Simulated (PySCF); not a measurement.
Isomers of C4H10. Isolated molecules, 0 K electronic values unless said otherwise. One relaxed conformer stands for each flexible species; it need not be the lowest. Strings in code marks are SMILES.

Quantity: electronic energy of isomers of C4H10 relative to `CC(C)C`, in eV.

Case: `CCCC` (C–C–C–C torsion 180°). Geometry of `CCCC` (neutral, multiplicity 1, Å):

```xyz
14

C     -1.9559     0.0374    -0.0566
C     -0.5463    -0.3628     0.3688
C      0.5463     0.3628    -0.4137
C      1.9559    -0.0374     0.0116
H     -2.7151    -0.4958     0.5184
H     -2.1239    -0.1818    -1.1140
H     -2.1202     1.1082     0.0874
H     -0.4181    -1.4434     0.2450
H     -0.4144    -0.1628     1.4374
H      0.4181     1.4434    -0.2899
H      0.4144     0.1628    -1.4824
H      2.1239     0.1818     1.0690
H      2.1202    -1.1082    -0.1324
H      2.7151     0.4958    -0.5633
```

### Question
What electronic energy of isomers of C4H10 relative to `CC(C)C` does B3LYP/3-21G // B3LYP-D3(BJ)/def2-TZVP (PySCF) give?

### Answer
0.049 eV.
